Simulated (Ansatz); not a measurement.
Born–Oppenheimer molecular dynamics of H$_{4}$OSi (6 atoms, charge 0, multiplicity 1). It starts from a relaxed structure.

Method: RKS PBE0/def2-SVP (Ansatz 0.2.0).

```
ensemble                      : NVE (velocity Verlet)
time step                     : 0.5 fs
steps asked                   : 100
starting velocities drawn for : 1000 K
masses                        : H 10 u
seed                          : 122585
```

First frame:

```xyz
6
Properties=species:S:1:pos:R:3
Si -0.022 -0.026 0.001
O -0.007 -0.102 1.665
H -0.860 -0.145 2.106
H 1.402 0.021 -0.427
H -0.734 1.193 -0.498
H -0.688 -1.221 -0.608
```

**Question.** How far do the bonds stretch over the last three quarters of this one trajectory? (Pairs bonded in most of those frames.)

**Answer.** 
```tsv
bond	mean (Å)	spread (Å)	shortest	longest
Si1–O2	1.681	0.028	1.62	1.71
Si1–H4	1.504	0.031	1.46	1.56
Si1–H5	1.494	0.007	1.48	1.50
Si1–H6	1.501	0.027	1.45	1.54
O2–H3	0.974	0.063	0.89	1.07
```

Mean temperature of the second half: 500 K. The conserved energy stayed within 0.21 meV per atom of its start (net change 0.17 meV per atom), so the integration is sound. A run of 0.05 ps of so small a system gives no equilibrium averages.

Run time: 76 s on 1 thread of AMD EPYC 7R43 64-Core Processor (Zen 3), on a shared host, peak memory 0.11 GiB.
